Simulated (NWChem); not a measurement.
System: ammonia (NH$_{3}$); SMILES N

Input file for NWChem:

```
start job
memory heap 200 mb stack 900 mb global 1100 mb
geometry units angstroms noautosym nocenter noautoz
  N      0.000000     0.000000     0.138852
  H      0.661761     0.661761    -0.266384
  H      0.242221    -0.903982    -0.266384
  H     -0.903982     0.242221    -0.266384
end
basis spherical
  N library def2-svp
  H library def2-svp
end
dft
  xc m05-2x
  iterations 150
end
cosmo
  do_cosmo_smd true
  solvent octanol
end
task dft energy
```

Geometry: optimised at PBE0/def2-SVP. Solvent: 1-octanol.

Level: M05-2X/def2-SVP with SMD (1 M gas to 1 M solution), gas-phase geometry.

Question: Give the results of this calculation. (M05-2X/def2-SVP, SMD on the gas-phase geometry.) Quantities: solvation free energy (kcal/mol); cavity-dispersion-structure term (kcal/mol); dipole in solution (D).

Answer: 
```json
{
  "solvation free energy (kcal/mol)": "-3.3",
  "cavity-dispersion-structure term (kcal/mol)": "1.7",
  "dipole in solution (D)": "2.09"
}
```
